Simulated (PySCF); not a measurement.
N2, HF: how much the basis matters

PySCF, RHF reference; singlet, unpaired electrons none; De to N + N without counterpoise correction.

| basis | relativity | functions | Re (Å) | ωe (cm⁻¹) | De (eV) |
| --- | --- | --- | --- | --- | --- |
| 3-21G | no relativity | 18 | 1.083 | 2612 | 2.45 |
| x2c-SVPall | spin-free X2C | 28 | 1.073 | 2792 | 4.92 |
| aug-cc-pVDZ | no relativity | 46 | 1.078 | 2736 | 4.78 |
| x2c-TZVPPall | spin-free X2C | 62 | 1.066 | 2735 | 5.05 |
| def2-TZVPPD | no relativity | 74 | 1.066 | 2735 | 5.07 |

(1) How does each smaller set differ from the one with most functions, def2-TZVPPD?

Measured (Huber and Herzberg, Constants of Diatomic Molecules (1979)): Re = 1.097685 Å, ωe = 2358.57 cm⁻¹. Where the molecule has an RHF reference, its open-shell atoms are computed with UHF. 3-21G is very small, so such numbers show the basis as much as the molecule. Hartree–Fock leaves out correlation, which carries a large part of most bond energies and some tenths to 1 eV of ionisation energies.

Answers

(1) 3-21G: +1.7 pm, -4.5 % in ωe, -2.62 eV in De; x2c-SVPall: +0.7 pm, +2.1 % in ωe, -0.15 eV in De; aug-cc-pVDZ: +1.2 pm, +0.0 % in ωe, -0.29 eV in De; x2c-TZVPPall: +0.0 pm, +0.0 % in ωe, -0.02 eV in De. All at HF; the set with most functions is neither the basis-set limit nor always the best. The rows treat relativity differently, so the differences are not basis effects alone.
